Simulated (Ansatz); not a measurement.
**B2NH5: taking an electron away**

The task here is to estimate one member of a computed series from the others.

Program: Ansatz 0.2.0, Gaussian basis. Level of theory: unrestricted cation, the program's frozen cores in correlated methods. These are calculated values, not measurements.

The runs, in order: UKS PBE-D4/def2-TZVPP; UKS r2SCAN-D4/def2-TZVPP; UKS PBE0-D4/def2-TZVPP; UKS B3LYP-D4/def2-TZVPP; UKS wB97X-V/def2-TZVPP; UKS wB97M-V/def2-TZVPP; UKS B2PLYP/def2-TZVPP; UHF-CCSD(T)/def2-TZVPP; UHF-MP2/def2-QZVPP; extrapolation to the limit; then −ε(HOMO) from the neutral's earlier runs with LDA (SPW92), PBE-D4, revPBE-D4, BLYP-D4, r2SCAN-D4, B97M-V, PBE0-D4, B3LYP-D4, r2SCANh-D4, r2SCAN0-D4, HSE06-D4, BHLYP-D4, CAM-B3LYP-D4, LC-ωPBE, ωB97X-V, ωB97M-V.

## Structure used throughout

The geometry comes from an earlier relaxation with PBE0-D4 in a triple-zeta def2 set; it is a stationary point, not always the lowest conformer.

SMILES `BBN`, 8 atoms, charge 0, spin multiplicity 1.

Atoms are counted from 1 here; the program's logs count them from 0.

Bond lengths: B1–B2 1.664 Å, B1–H4 1.201 Å, B1–H5 1.201 Å, B2–N3 1.391 Å, B2–H6 1.210 Å, N3–H7 1.006 Å, N3–H8 1.005 Å. Angles: B2–B1–H4 122.2°, B2–B1–H5 122.2°, H4–B1–H5 115.3°, B1–B2–N3 129.0°, B1–B2–H6 114.9°, N3–B2–H6 116.1°, B2–N3–H7 122.8°, B2–N3–H8 124.0°, H7–N3–H8 113.1°.

The first run:

Contents of in.yaml:

```yaml
crystal:
  periodic: [false, false, false]
  atoms:
    - {symbol: B, position_ang: [-0.976598, 0.621552, -0.787242]}
    - {symbol: B, position_ang: [0.368185, 0.270682, 0.127282]}
    - {symbol: N, position_ang: [0.742642, -0.937158, 0.706065]}
    - {symbol: H, position_ang: [-0.968130, 0.562038, -1.986741]}
    - {symbol: H, position_ang: [-1.985868, 1.054416, -0.301026]}
    - {symbol: H, position_ang: [1.118642, 1.203067, 0.308266]}
    - {symbol: H, position_ang: [1.584201, -1.045497, 1.245921]}
    - {symbol: H, position_ang: [0.209127, -1.786200, 0.631775]}
basis:
  gaussian: {orbitals: def2-TZVPP}
total_charge: 1
magnetization: {spin_polarized: true, initial_magnetization: 1}
hamiltonian: {xc: pbe, dispersion: d4}
```

On the command line:

```
ansatz run in.yaml --threads 2 --pin off --events-out ev --progress --plain --max-ram 4352MiB
```

Steps of the session up to this table: Cation, UKS PBE-D4/def2-TZVPP; Cation, UKS r2SCAN-D4/def2-TZVPP; Cation, UKS PBE0-D4/def2-TZVPP; Cation, UKS B3LYP-D4/def2-TZVPP; Cation, UKS wB97X-V/def2-TZVPP; Cation, UKS wB97M-V/def2-TZVPP; Cation, UKS B2PLYP (frozen core)/def2-TZVPP; Cation, UHF-CCSD(T)/def2-TZVPP; Cation, UHF-MP2/def2-QZVPP.

One table of the session follows, with a row left open; its other results are not shown here.

For comparison, −ε(HOMO) of the neutral from earlier runs:

| functional | −ε(HOMO) (eV) |
| --- | --- |
| LDA (SPW92) | 6.60 |
| PBE-D4 | 6.55 |
| revPBE-D4 | 6.52 |
| BLYP-D4 | 6.48 |
| r2SCAN-D4 | 6.82 |
| B97M-V | 6.91 |
| PBE0-D4 | 7.88 |
| B3LYP-D4 | 7.71 |
| r2SCANh-D4 | 7.31 |
| r2SCAN0-D4 | 8.05 |
| HSE06-D4 | 7.48 |
| BHLYP-D4 | 9.19 |
| CAM-B3LYP-D4 | 9.34 |
| LC-ωPBE | ? |
| ωB97X-V | 10.35 |
| ωB97M-V | 10.16 |

Q: Estimate the row for LC-ωPBE from the others.

As computed: −ε(HOMO) (eV): 10.72. In the column «−ε(HOMO) (eV)» it is the highest.

To keep in mind: The cation may have settled in a state other than its lowest; no search over hole states beyond the program's own was made.
